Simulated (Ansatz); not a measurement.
Bend profile

C₂H₂B (SMILES [BH]C#C), doublet, at its PBE0-D4/def2-TZVP minimum:

```
5
angstrom
B -0.9953 0.8796 -0.3996
C 0.0318 -0.0080 0.1021
C 0.8786 -0.7150 0.6260
H -1.5332 1.1776 -1.4080
H 1.6181 -1.3342 1.0795
```

The angle H4–B1–C2 (140.7° at the minimum) is set to the values below, H4, with anything bonded beyond it, turning rigidly in the plane of the angle. Each method's energies count from its own value at the PBE0-D4 minimum structure. Program: Ansatz 0.2.0. Basis: def2-TZVPP. Cores are frozen in the correlated methods; orbitals are unrestricted.

CCSD(T) energies along the scan:
| angle (°) | CCSD(T) (kcal/mol) |
| --- | --- |
| 122.7 | 1.40 |
| 127.2 | 0.58 |
| 131.7 | 0.10 |
| 136.2 | -0.07 |
| 140.7 | 0.00 |
| 145.2 | 0.27 |
| 149.7 | 0.68 |
| 154.2 | 1.19 |
| 158.7 | 1.74 |
They count from the CCSD(T) energy at the PBE0-D4 minimum.

Minimum and curvature along this coordinate at CCSD(T): A fifth-order fit through the nearest points gives 137.0°, with a curvature of about 0.51 meV/deg².

Largest difference from the CCSD(T) curve over the scan: PBE0-D4 0.74; HF 0.64; MP2 1.09 kcal/mol. Each curve counts from its own value at the minimum.

No T1 diagnostic of these runs exceeds 0.041. ⟨S²⟩ of the unrestricted Hartree–Fock references: 0.90 to 0.94 (a pure state has 0.75). The unrestricted reference is spin-contaminated, which hurts MP2 most.

For scale, one of the runs: CCSD(T)/def2-TZVPP, 121 basis functions (an equivalent command: `ansatz run in.yaml --threads 2`). Hardware: 2 CPU threads, shared host. Wall time 17 s; peak host memory 1.1 GiB.
